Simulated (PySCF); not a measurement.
# How methods differ on the ionisation energy of He

He 1s2 (1S) → He+ 1s1 (2S), as a difference of total energies. Calculation: PySCF 2.14, in def2-TZVPPD (3s3p1d, 17 functions); the non-relativistic Hamiltonian (point nucleus). Correlated levels: valence: nothing frozen. The calculations carry no spin-orbit coupling.

```
           method  ionisation energy (eV)
              UHF                  23.450
              LDA                  24.283
              PBE                  24.449
             PBE0                  24.439
           r2SCAN                  24.611
             BP86                  24.842
          LC-wPBE                  24.620
            B3LYP                  24.926
    MP2 (valence)                  24.357
SCS-MP2 (valence)                  24.538
```

Task: How much does correlation contribute at MP2 (valence)?

Result: 24.357 − (23.450) = 0.907 eV, measured against UHF.

Errors of the correlated levels include the incompleteness of this basis.

For comparison: 24.587 eV (measured; NIST Atomic Spectra Database, ionization energies).
